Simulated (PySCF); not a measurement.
Molecule: Ethyl Isocyanide (SMILES [C-]#[N+]CC).

Molfile (atoms numbered from 1):
```
C3H5N
     RDKit          3D

  9  8  0  0  0  0  0  0  0  0999 V2000
    2.2456   -0.3819   -1.2356 C   0  0  0  0  0  0  0  0  0  0  0  0
    1.3438    0.0677   -0.6361 N   0  0  0  0  0  0  0  0  0  0  0  0
    0.2332    0.5757    0.0789 C   0  0  0  0  0  0  0  0  0  0  0  0
   -0.8566   -0.4674    0.2648 C   0  0  0  0  0  0  0  0  0  0  0  0
    0.5923    0.9424    1.0543 H   0  0  0  0  0  0  0  0  0  0  0  0
   -0.1539    1.4514   -0.4668 H   0  0  0  0  0  0  0  0  0  0  0  0
   -1.2288   -0.8217   -0.7071 H   0  0  0  0  0  0  0  0  0  0  0  0
   -1.6984   -0.0325    0.8224 H   0  0  0  0  0  0  0  0  0  0  0  0
   -0.4771   -1.3337    0.8251 H   0  0  0  0  0  0  0  0  0  0  0  0
  1  2  3  0
  2  3  1  0
  3  4  1  0
  3  5  1  0
  3  6  1  0
  4  7  1  0
  4  8  1  0
  4  9  1  0
M  CHG  2   1  -1   2   1
M  END
```

Spin–spin couplings on one PBE0-D3(BJ)/def2-SVP geometry, PySCF, gas phase, non-relativistic, equivalent pairs averaged; isotopes ¹³C, ¹H, ¹⁵N; functional B3LYP.

Task: How do the couplings (Hz) change with the basis set? Times are CPU seconds on shared hosts with different chips, so compare them loosely. Far from the basis limit: 6-31G*, pcJ-0, 6-31G-J, def2-TZVP, cc-pVTZ.

Result: 
```tsv
basis set	functions	¹J(C3,H5)	¹J(C4,H7)	¹J(C3,C4)	¹J(N2,C3)	¹J(C1,N2)	²J(H5,H6)	²J(H7,H8)	core-s
6-31G*	66	157.3	144.7	50.4	-18.8	-2.2	-17.6	-15.3	4.3
pcJ-0	67	125.5	116.1	29.9	-5.9	22.3	-15.9	-13.2	4.2
6-31G-J	68	151.2	140.2	38.8	-12.4	4.9	-19.6	-16.6	4.5
def2-TZVP	154	138.5	128.6	37.2	-11.5	-4.7	-14.5	-11.7	12
pcJ-1	158	146.4	136.4	39.4	-13.8	-8.8	-17.0	-13.8	17
cc-pVTZ	190	129.5	121.0	28.0	-10.1	-47.1	-13.9	-11.1	16
aug-cc-pVTZ-J	284	147.9	137.3	37.0	-12.1	-6.4	-17.4	-14.0	30
pcJ-2	324	146.3	135.8	36.7	-12.1	-6.7	-17.1	-13.7	36
```

The Fermi-contact term samples the wavefunction at the nucleus, which is why sets with added tight s functions (names with J) are made for couplings.
